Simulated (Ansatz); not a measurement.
Several settings on one geometry of the cluster P₄ (the lowest singlet isomer of a short search) (that of the charge 0 singlet, B3LYP-D4/def2-TZVP). Ansatz on 4 threads of Arm Neoverse V1 on a shared host; times are rough.

```xyz
4

P    -1.3061    0.3149    0.1236
P     0.7292    0.7701    0.8340
P     0.3960    0.2146   -1.2718
P     0.1810   -1.2996    0.3142
```

Totals from different functionals, basis sets or treatments of relativity can't be compared as stabilities.

The spins typed aren't always the lowest for that charge.

Give the basis size and estimate the energy, ⟨S²⟩, dipole and time of these runs.

```
run                                method  charge    state                                               further keys
  1               RKS PBE0-D3(BJ)/pcseg-2       0  singlet  scf: {omitted_lower_state_checks: [starts]}; forces asked
  2                 RKS BHLYP/aug-cc-pVDZ       0  singlet  scf: {omitted_lower_state_checks: [starts]}; forces asked
  3  UKS CAM-B3LYP-D3(BJ)-ATM/aug-cc-pVDZ      -1  doublet                scf: {omitted_lower_state_checks: [starts]}
```


```
run  functions  energy (Eh)  ⟨S²⟩  dipole (D)  wall time
  1        136   -1365.0291     –        0.00      2.9 s
  2        108   -1365.4513     –        0.00      2.1 s
  3        108   -1365.4657  0.75           –       36 s
```
